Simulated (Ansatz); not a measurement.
Input for Ansatz (development build ahead of 0.2.0):

```yaml
crystal:
  periodic: [false, false, false]
  atoms:
    - { symbol: S, position_ang: [0.0, 0.0, -0.0864] }
    - { symbol: H, position_ang: [0.0, 0.0, 1.38244] }
basis:
  gaussian: { orbitals: def2-TZVP }
total_charge: -1
hamiltonian:
  xc: hf
```

The input is written out in the form of the current development build from the run's settings.

Results

```json
{
  "Converged": "yes",
  "Total energy": "-398.12084 hartree",
  "Spin squared of the determinant": "0.000"
}
```

Caution: no diffuse functions for an anion.
